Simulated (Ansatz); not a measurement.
Ansatz (an electronic-structure program) input (B3LYP-D3(BJ)/def2-TZVP):

Ansatz 0.2 input:
```yaml
crystal:
  periodic: [false, false, false]
  atoms:
    - {symbol: C, position_ang: [0.00299367, -0.01970907, 0.62479979]}
    - {symbol: C, position_ang: [0.00658874, 1.24598867, -0.22388603]}
    - {symbol: C, position_ang: [0.00216309, -1.27525396, -0.23831745]}
    - {symbol: H, position_ang: [-0.87935173, -0.02154925, 1.26877867]}
    - {symbol: H, position_ang: [0.88403341, -0.02455114, 1.27060408]}
    - {symbol: H, position_ang: [0.00344315, 2.13228889, 0.40665263]}
    - {symbol: H, position_ang: [-0.00192134, -2.16862509, 0.38188937]}
    - {symbol: H, position_ang: [0.89107294, 1.27741254, -0.85663913]}
    - {symbol: H, position_ang: [-0.87241106, 1.27650348, -0.86418441]}
    - {symbol: H, position_ang: [-0.87838876, -1.29693525, -0.87731547]}
    - {symbol: H, position_ang: [0.88525171, -1.30168623, -0.87316375]}
basis:
  gaussian:
    orbitals: def2-TZVP
hamiltonian:
  xc: b3lyp
  dispersion: d3bj
relax: {f_tol: 0.002, max_steps: 150}
```

End of the output:

```
these checks for a lower state are left out or cut short: starts, cluster_reference, orbital_swaps, neighbouring_geometries, increment
integrals: 0.04 GiB planned
892 factors; their error is unknown
mean field: 0.50 GiB planned
mean field -3243.38725751 eV, -119.1922832666 hartree, gradient 2.1e-5 eV, S^2 0.000000; 0 other end points of the search recorded, 0 dependent functions left out
the calculation of the forces begins
reference -3243.38751971 eV, -119.1922929024 hartree; 13, 13 occupied and 128, 128 virtual orbitals, 892 factors
relax step   3: F+E_penalty+E_count = -3243.65731634 eV  Δ(F+E_penalty+E_count) = -5.863e-4 eV  max|allowed force component| = 3.643e-2 eV/Å  Δτ_max = 0.0055 Å  (28 SCF iters, accepted)
these checks for a lower state are left out or cut short: starts, cluster_reference, orbital_swaps, neighbouring_geometries, increment
integrals: 0.04 GiB planned
892 factors; their error is unknown
mean field: 0.50 GiB planned
mean field evaluation 32: about -3243.3869 eV, gradient 5.1e-1 eV
mean field -3243.38726095 eV, -119.1922833931 hartree, gradient 2.1e-5 eV, S^2 0.000000; 0 other end points of the search recorded, 0 dependent functions left out
the calculation of the forces begins
reference -3243.38752316 eV, -119.1922930290 hartree; 13, 13 occupied and 128, 128 virtual orbitals, 892 factors
relax step   4: F+E_penalty+E_count = -3243.65734338 eV  Δ(F+E_penalty+E_count) = -2.704e-5 eV  max|allowed force component| = 1.599e-2 eV/Å  Δτ_max = 0.0008 Å  (28 SCF iters, accepted)
these checks for a lower state are left out or cut short: starts, cluster_reference, orbital_swaps, neighbouring_geometries, increment
integrals: 0.04 GiB planned
892 factors; their error is unknown
mean field: 0.50 GiB planned
mean field -3243.38724422 eV, -119.1922827783 hartree, gradient 2.1e-5 eV, S^2 0.000000; 0 other end points of the search recorded, 0 dependent functions left out
the calculation of the forces begins
reference -3243.38750643 eV, -119.1922924143 hartree; 13, 13 occupied and 128, 128 virtual orbitals, 892 factors
relax step   5: F+E_penalty+E_count = -3243.65735096 eV  Δ(F+E_penalty+E_count) = -7.582e-6 eV  max|allowed force component| = 1.759e-4 eV/Å  Δτ_max = 0.0006 Å  (28 SCF iters, accepted)
integrals: 0.04 GiB planned
892 factors; their error is unknown
mean field: 0.50 GiB planned
mean field evaluation 64: about -3243.3872 eV, gradient 4.5e-5 eV
mean field -3243.38724422 eV, -119.1922827783 hartree, gradient 2.1e-5 eV, S^2 0.000000; 1 other end points of the search recorded, 0 dependent functions left out
the calculation of the forces begins
reference -3243.38750643 eV, -119.1922924143 hartree; 13, 13 occupied and 128, 128 virtual orbitals, 892 factors
Total energy: -3243.65761317 eV, -119.2022186539 hartree
Atom 0 at     0.002533    -0.019526     0.618211 Å, force     0.000033     0.000037    -0.000155 eV/Å
Atom 1 at     0.006568     1.256358    -0.219751 Å, force    -0.000014     0.000037    -0.000037 eV/Å
Atom 2 at     0.002392    -1.285769    -0.234257 Å, force     0.000044    -0.000094    -0.000039 eV/Å
Atom 3 at    -0.873469    -0.021824     1.273722 Å, force    -0.000143    -0.000050     0.000090 eV/Å
Atom 4 at     0.875509    -0.024720     1.277731 Å, force     0.000072     0.000013     0.000176 eV/Å
Atom 5 at     0.006252     2.149459     0.408051 Å, force     0.000074    -0.000092    -0.000052 eV/Å
Atom 6 at    -0.000507    -2.185974     0.383310 Å, force    -0.000005     0.000104    -0.000034 eV/Å
Atom 7 at     0.889653     1.300417    -0.862186 Å, force    -0.000053    -0.000028    -0.000036 eV/Å
Atom 8 at    -0.873060     1.302992    -0.866732 Å, force    -0.000002     0.000050     0.000057 eV/Å
Atom 9 at    -0.877555    -1.322302    -0.881453 Å, force     0.000018    -0.000016     0.000008 eV/Å
Atom 10 at     0.885158    -1.325227    -0.877430 Å, force    -0.000024     0.000039     0.000022 eV/Å
Dipole moment:    -0.000044    -0.000111     0.019371 e Å
```
